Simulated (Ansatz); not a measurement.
Process, species as SMILES: P (PH3) → PH3+ (doublet, bonded as P) + e-
B3LYP-D3(BJ)/def2-TZVP geometries, fixed; electronic energies without zero-point terms.

Basis-set convergence of the adiabatic ionisation energy at MP2 with Ansatz (a first-principles code). Cartesian d functions, on some or all atoms, in 6-31G*, 6-311G**; all else is spherical. Cores are frozen. Open shells are unrestricted. No added dispersion term, no relativity. Functions are those of the species that has most. Reference: Hartree-Fock in aug-cc-pV(Q+d)Z plus the correlation part extrapolated as X^-3 from aug-cc-pV(T+d)Z and aug-cc-pV(Q+d)Z, 9.769 eV, itself unsure by roughly 0.014 eV (a third of the extrapolation step and of the last Hartree-Fock step). Deviations are taken from unrounded values.

| basis | functions | adiabatic ionisation energy (eV) | minus reference (eV) |
|---|---|---|---|
| pcseg-0 | 19 | 8.979 | -0.791 |
| 6-31G* | 25 | 9.195 | -0.574 |
| pcseg-1 | 33 | 9.307 | -0.462 |
| cc-pV(D+d)Z | 38 | 9.417 | -0.352 |
| 6-311G** | 45 | 9.345 | -0.424 |
| aug-pcseg-1 | 54 | 9.433 | -0.336 |
| def2-TZVP | 55 | 9.591 | -0.178 |
| 6-311++G(2d,2p) | 65 | 9.532 | -0.237 |
| cc-pV(T+d)Z | 81 | 9.641 | -0.129 |
| def2-TZVPP | 84 | 9.640 | -0.129 |
| jun-cc-pV(T+d)Z | 90 | 9.649 | -0.120 |
| def2-TZVPPD | 99 | 9.651 | -0.118 |
| pcseg-3 | 163 | 9.693 | -0.076 |
